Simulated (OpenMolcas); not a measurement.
**C2F2 (SMILES FC#CF) at HF/pcseg-2 (RICD fitting, fitting threshold 0.01)**

Aim: the vertical singlet–triplet gap of C2F2 at HF/pcseg-2 (RICD fitting, fitting threshold 0.01), from 2 runs. 

The results are computed with OpenMolcas 26.06.

## 1. The system as given

C2F2: 4 atoms, total charge 0, spin state singlet. As SMILES, `FC#CF`. The shape is that of a PBE0-D4/def2-TZVP optimisation.

Bond lengths: F1–C2 1.277 Å, C2–C3 1.184 Å, C3–F4 1.277 Å. Angles: F1–C2–C3 180.0°, C2–C3–F4 180.0°.

## 2. The energy at HF/pcseg-2 (RICD fitting, fitting threshold 0.01)

File job.input:

```
* C2F2 Hartree-Fock
>>> EXPORT MOLCAS_PRINT=2
&GATEWAY
BasLib=$CurrDir
Coord
4
bohr
F     -0.25775864     0.24188494     3.50128456
C     -0.06368377     0.05706973     1.10208828
C      0.11602918    -0.11413946    -1.12136348
F      0.31010406    -0.29895467    -3.52055977
Basis=pcseg-2
Group=NoSym
RICD
aCD
CDThreshold=0.01
&SEWARD
&SCF
PrOrbitals=0
```

The basis set pcseg-2 is read from a file made from the Basis Set Exchange's data (not shown).

The run is started by

```console
$ export MOLCAS_MEM=1860
$ pymolcas job.input > job.log
```

Log (excerpt; [...] marks lines left out):

```text
--- Start Module: gateway ---
[...]
--- Stop Module: gateway /rc=_RC_ALL_IS_WELL_ ---
--- Start Module: seward ---
[...]
      Basis functions          120
--- Stop Module: seward /rc=_RC_ALL_IS_WELL_ ---
[...]
--- Start Module: scf ---
[...]
       Convergence after  10 Iterations
[...]
::    Total SCF energy                               -274.5670575259
[...]
      Total spin, S                                     0.0000000000
[...]
      Total electronic charge=   30.000000
      Total            charge=   -0.000000
[...]
      Dipole Moment (debye):
      Origin of the operator (angstrom)=    0.0139   -0.0151   -0.0051
                   X= -3.4850E-09               Y=  2.4693E-09               Z=  3.1826E-08           Total=  3.2111E-08
      Quadrupole Moment (debye*angstrom):
[...]
--- Stop Module: scf /rc=_RC_ALL_IS_WELL_ ---
[...]
```

Wall time 4.5 s (1 thread of Arm Neoverse V1, shared host); peak memory 0.093 GiB.

## 3. The triplet, same level

File job.inp:

```
&GATEWAY
BASLIB=$CurrDir
COORD
4
bohr
F     -0.25775864     0.24188494     3.50128456
C     -0.06368377     0.05706973     1.10208828
C      0.11602918    -0.11413946    -1.12136348
F      0.31010406    -0.29895467    -3.52055977
BASIS=pcseg-2
GROUP=NoSym
RICD
ACD
CDTHRESHOLD=0.01
&SEWARD
&SCF
UHF
SPIN=3
PRORBITALS=0
```

The basis set pcseg-2 is read from a file made from the Basis Set Exchange's data (not shown).

The run is started by

```console
$ export MOLCAS_MEM=1860
$ pymolcas job.inp > job.log
```

Log (excerpt; [...] marks lines left out):

```text
--- Start Module: gateway ---
[...]
--- Stop Module: gateway /rc=_RC_ALL_IS_WELL_ ---
--- Start Module: seward ---
[...]
      Basis functions          120
--- Stop Module: seward /rc=_RC_ALL_IS_WELL_ ---
[...]
--- Start Module: scf ---
[...]
       Convergence after  20 Iterations
[...]
::    Total SCF energy                               -274.3146335316
[...]
      Total spin, S                                     1.0043159566
[...]
      Total electronic charge=   30.000000
      Total            charge=   -0.000000
[...]
      Dipole Moment (debye):
      Origin of the operator (angstrom)=    0.0139   -0.0151   -0.0051
                   X=  1.2032E-06               Y= -1.0521E-06               Z= -1.0132E-05           Total=  1.0258E-05
      Quadrupole Moment (debye*angstrom):
[...]
--- Stop Module: scf /rc=_RC_ALL_IS_WELL_ ---
[...]
```

Run time: 10 s. Hardware: 1 thread of Arm Neoverse V1, shared host; peak memory 0.093 GiB.

## 4. Summary of results

At HF/pcseg-2 (RICD fitting, fitting threshold 0.01):

| quantity | value |
| --- | --- |
| singlet: total energy | -274.56706 Eh |
| singlet: dipole moment | 0.00 D |
| singlet: HOMO energy | -11.59 eV |
| singlet: LUMO energy | 4.10 eV |
| singlet: HOMO–LUMO gap | 15.69 eV |
| triplet: total energy | -274.31463 Eh |
| triplet: dipole moment | 0.00 D |
| triplet: HOMO energy (highest over α and β) | -4.20 eV |
| triplet: LUMO energy (lowest over α and β) | -0.78 eV |
| triplet: ⟨S²⟩ | 2.013 |
| vertical energy of the triplet above the singlet | 6.869 eV |

In words: At this shape the triplet lies 6.87 eV (663 kJ/mol) above the singlet. Mulliken charges (singlet) run from -0.28 on F1 to +0.28 on C2; they depend strongly on the basis.
